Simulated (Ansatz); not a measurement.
# AlHN: the cost of one run

Computed with Ansatz 0.2.0, Gaussian basis. Level: def2-QZVPP, all electrons in the functionals, frozen cores in the correlation of double hybrids and RPA.

To be run: wB97M-V, B2PLYP, at charge 0, quartet; charge 0, doublet; charge 0, sextet; charge 1, triplet; charge 1, quintet.

## Step 1: The system

The geometry is a PBE0/def2-TZVP stationary point (not a proven minimum).

3 atoms, charge 0, spin multiplicity 4.

Atoms are counted from 1 here; the program's logs count them from 0.

Bond lengths: Al1–N2 1.909 Å, N2–H3 1.029 Å. Angles: Al1–N2–H3 108.4°.

No dispersion term is added; wB97M-V holds VV10 nonlocal correlation.

The geometry shown and the zero of energy belong to the point charge 0, quartet. The yardstick, UCCSD(T), and other wave-function levels (R restricted, U unrestricted, valence and pair active spaces) come from earlier runs.

## Step 2: wB97M-V, charge 0, quartet

Contents of in.yaml:

```yaml
crystal:
  periodic: [false, false, false]
  atoms:
    - {symbol: Al, position_ang: [0.000000, -0.031887, 0.689947]}
    - {symbol: N, position_ang: [0.000000, 0.120874, -1.212902]}
    - {symbol: H, position_ang: [0.000000, -0.826124, -1.614269]}
basis:
  gaussian: {orbitals: "def2-QZVPP.json"}
magnetization: {spin_polarized: true, initial_magnetization: 3}
hamiltonian: {xc: {name: wB97M-V}}
output: {orbitals: {seedname: orbitals}}
```

The run is started by

```bash
$ ansatz run in.yaml --threads 1 --pin off --events-out ev --progress --plain --max-ram 2393MiB
```

**Question.** How long does this run take on 1 thread of Arm Neoverse V2, shared host, and how much memory does it need?

About 31 s, with a peak of 0.44 GiB.
